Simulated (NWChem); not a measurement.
Species: CH$_{5}$N cation, doublet; SMILES of the neutral closed-shell parent CN

```xyz
7

C      0.0195     0.6956    -0.0002
N      0.0038    -0.7069    -0.0001
H     -0.5890     1.0861    -0.8655
H      1.0419     1.1106    -0.0029
H     -0.5830     1.0858     0.8697
H     -0.8857    -1.2373    -0.0001
H      0.8722    -1.2705     0.0003
```
Atoms are numbered in this order, from 1.

Program: NWChem. Spin-unrestricted. Medium grid unless said otherwise, to which SCAN and Minnesota functionals are sensitive. Geometry: optimised at PBE-D3(BJ)/def2-SVP, spin-unrestricted. This spin state was assumed; another may lie lower. No stability test was run on the SCF state.

Task: What does the run give for SCAN/def2-SVP? Quantities: highest occupied level (eV); lowest empty minus highest occupied level, either spin (eV); <S²>.

Result: The highest occupied level (eV) is -14.94. The lowest empty minus highest occupied level, either spin (eV) is 3.14 and the <S²> is 0.756.
